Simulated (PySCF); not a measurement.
Molecule: `InChI=1S/C4H9Cl/c1-4(2)3-5/h4H,3H2,1-2H3`.

Numbering as in the mapped SMILES `[CH3:1][CH:2]([CH3:3])[CH2:4][Cl:5]`; H(Xn) means a hydrogen on atom n.

Geometry PBE0-D3(BJ)/def2-SVP throughout; GIAO in PySCF, gas phase, one conformer, non-relativistic; equivalent atoms averaged; functional PBE0.

For orientation, pcSseg-1 gives these shifts δ (against TMS, HCl at the same level): C4 57.0, C2 33.8, C1/C3 21.3, Cl5 78.1, H(C4) 3.05, H(C2) 1.49, H(C1)/H(C3) 0.96 ppm.

A run gave: C4 57.0, C2 35.6, C1/C3 21.3, Cl5 82.9, H(C4) 3.18, H(C2) 1.79, H(C1)/H(C3) 0.95 ppm (shifts δ (against TMS, HCl at the same level)).

**Question.** Which basis set was used in that run?
A. def2-TZVP
B. def2-SVP
C. 6-31G
D. STO-3G

**Answer.** A. Cl5 tells them apart best: def2-TZVP gives 82.9, STO-3G gives 17.3, 6-31G gives 32.8, def2-SVP gives 60.7 ppm.
